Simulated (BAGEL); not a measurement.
# UHF/STO-3G (density fitting with qzvpp-jkfit) run of BNH3S (SMILES N[B]S)

Aim: the vertical ionisation energy of BNH3S at UHF/STO-3G (density fitting with qzvpp-jkfit), from 2 runs. 

Program for the calculation: BAGEL 1.2.2.

## 1. Starting point

The species is BNH3S (6 atoms), meant as a doublet with charge 0. SMILES: `N[B]S`. The coordinates come from a PBE0-D4/def2-TZVP relaxation. This is a higher conformer, about 7 kJ/mol above the lowest found by a separate search.

Bond lengths: N1–B2 1.380 Å, B2–S3 1.779 Å, N1–H4 1.005 Å, N1–H5 1.010 Å, S3–H6 1.355 Å. Angles: N1–B2–S3 132.0°, B2–N1–H4 122.5°, B2–N1–H5 124.0°, B2–S3–H6 100.0°, H4–N1–H5 113.6°.

## 2. A single-point energy at UHF/STO-3G (density fitting with qzvpp-jkfit)

File job.json:

```json
{ "bagel": [

{
  "title": "molecule",
  "basis": "sto-3g",
  "df_basis": "qzvpp-jkfit",
  "angstrom": true,
  "geometry": [
    { "atom": "N", "xyz": [   -0.621200,    0.083000,   -0.756700 ] },
    { "atom": "B", "xyz": [   -0.538400,   -0.445500,    0.515700 ] },
    { "atom": "S", "xyz": [    0.781100,   -0.475200,    1.709200 ] },
    { "atom": "H", "xyz": [   -1.454200,    0.016000,   -1.315600 ] },
    { "atom": "H", "xyz": [    0.135500,    0.569200,   -1.216600 ] },
    { "atom": "H", "xyz": [    1.739200,    0.188500,    1.017800 ] }
  ]
},
{ "title": "uhf", "charge": 0, "nopen": 1 },
{ "title": "print", "file": "orbitals.molden", "orbitals": true }

]}
```

On the command line:

```
$ BAGEL_NUM_THREADS=1 BAGEL job.json > job.out
```

The log of the run:

```text
* using 1 threads per process

  ===============================================================
  ===============================================================

  *** Geometry ***

  { "atom" : "N", "xyz" : [     -1.173898,      0.156847,     -1.429956 ] },
  { "atom" : "B", "xyz" : [     -1.017429,     -0.841873,      0.974532 ] },
  { "atom" : "S", "xyz" : [      1.476065,     -0.897998,      3.229920 ] },
  { "atom" : "H", "xyz" : [     -2.748040,      0.030236,     -2.486124 ] },
  { "atom" : "H", "xyz" : [      0.256058,      1.075632,     -2.299041 ] },
  { "atom" : "H", "xyz" : [      3.286612,      0.356213,      1.923363 ] },

  Number of auxiliary basis functions:      334

  Since a DF basis is specified, we compute 2- and 3-index integrals:
    o Being stored without compression. Storage requirement is 0.001 GB

  Number of basis functions:       22
  Number of electrons      :       31

    * METHOD: MOLECULE                             0.08

  *** Open-shell HF ***

  === Nuclear Repulsion ===
    81.7052129035

      * DIIS with orbital gradients will be used.

  === UHF iteration (sto-3g) ===
      0       -472.96344104          0.02599382           0.03
      1       -473.01209120          0.00720974           0.02
      2       -473.01763447          0.00276364           0.02
      3       -473.01878961          0.00101892           0.02
      4       -473.01907960          0.00014983           0.03
      5       -473.01913664          0.00005116           0.03
      6       -473.01915365          0.00002320           0.01
      7       -473.01915999          0.00001277           0.02
      8       -473.01916206          0.00000410           0.02
      9       -473.01916211          0.00000096           0.03
     10       -473.01916212          0.00000040           0.02
     11       -473.01916212          0.00000020           0.03
     12       -473.01916212          0.00000006           0.02
     13       -473.01916212          0.00000002           0.02
     14       -473.01916212          0.00000001           0.02
     15       -473.01916212          0.00000001           0.02
    * SCF iteration converged.

    * S^2 (UHF) is 0.7587

    * Permanent dipole moment:
           (    0.064334,    -0.325385,     0.794996) a.u.

    * METHOD: UHF                                  0.47

    * METHOD: PRINT                                0.00

  ===============================================================
```

Run time: 0.71 s. Hardware: 1 thread of Arm Neoverse V1, shared host; peak memory 0.085 GiB.

## 3. The singlet cation, same level

File job.json:

```json
{ "bagel" : [

{
  "title" : "molecule",
  "basis" : "sto-3g",
  "df_basis" : "qzvpp-jkfit",
  "angstrom" : true,
  "geometry" : [
    { "atom" : "N", "xyz" : [   -0.621200,    0.083000,   -0.756700 ] },
    { "atom" : "B", "xyz" : [   -0.538400,   -0.445500,    0.515700 ] },
    { "atom" : "S", "xyz" : [    0.781100,   -0.475200,    1.709200 ] },
    { "atom" : "H", "xyz" : [   -1.454200,    0.016000,   -1.315600 ] },
    { "atom" : "H", "xyz" : [    0.135500,    0.569200,   -1.216600 ] },
    { "atom" : "H", "xyz" : [    1.739200,    0.188500,    1.017800 ] }
  ]
},
{ "title" : "hf", "charge" : 1 },
{ "title" : "print", "file" : "orbitals.molden", "orbitals" : true }

]}
```

On the command line:

```
$ BAGEL_NUM_THREADS=1 BAGEL job.json > job.out
```

The log of the run:

```text
* using 1 threads per process

  ===============================================================
  ===============================================================

  *** Geometry ***

  { "atom" : "N", "xyz" : [     -1.173898,      0.156847,     -1.429956 ] },
  { "atom" : "B", "xyz" : [     -1.017429,     -0.841873,      0.974532 ] },
  { "atom" : "S", "xyz" : [      1.476065,     -0.897998,      3.229920 ] },
  { "atom" : "H", "xyz" : [     -2.748040,      0.030236,     -2.486124 ] },
  { "atom" : "H", "xyz" : [      0.256058,      1.075632,     -2.299041 ] },
  { "atom" : "H", "xyz" : [      3.286612,      0.356213,      1.923363 ] },

  Number of auxiliary basis functions:      334

  Since a DF basis is specified, we compute 2- and 3-index integrals:
    o Being stored without compression. Storage requirement is 0.001 GB

  Number of basis functions:       22
  Number of electrons      :       31

    * METHOD: MOLECULE                             0.07

  *** RHF ***

  === Nuclear Repulsion ===
    81.7052129035

      * DIIS with orbital gradients will be used.

  === RHF iteration (sto-3g) ===
      0       -472.74934440          0.01835856           0.01
      1       -472.80690127          0.00666803           0.01
      2       -472.81348961          0.00146735           0.01
      3       -472.81400818          0.00035391           0.01
      4       -472.81403123          0.00010217           0.01
      5       -472.81403474          0.00002261           0.01
      6       -472.81403492          0.00000584           0.01
      7       -472.81403493          0.00000111           0.01
      8       -472.81403493          0.00000040           0.01
      9       -472.81403493          0.00000018           0.01
     10       -472.81403493          0.00000007           0.01
     11       -472.81403493          0.00000002           0.01
     12       -472.81403493          0.00000001           0.01
    * SCF iteration converged.

    * Permanent dipole moment:
           (    0.969523,    -0.189714,     1.258988) a.u.

    * METHOD: HF                                   0.21

    * METHOD: PRINT                                0.00

  ===============================================================
```

Run time: 0.43 s. Hardware: 1 thread of Arm Neoverse V1, shared host; peak memory 0.085 GiB.

## 4. What came out

At UHF/STO-3G (density fitting with qzvpp-jkfit):

| quantity | value |
| --- | --- |
| doublet BNH3S: total energy | -473.01916 Eh |
| doublet BNH3S: dipole moment | 2.19 D |
| doublet BNH3S: ⟨S²⟩ | 0.759 |
| singlet cation: total energy | -472.81403 Eh |
| singlet cation: HOMO energy | -14.46 eV |
| singlet cation: LUMO energy | -4.07 eV |
| singlet cation: HOMO–LUMO gap | 10.39 eV |
| vertical ionisation energy (to the singlet cation) | 5.582 eV |

What this shows: Removing an electron at fixed nuclei costs 5.58 eV (539 kJ/mol). Only the singlet of the ionised species was computed; a triplet could lie lower. In a minimal basis such a difference can be off by several eV, whatever the method.
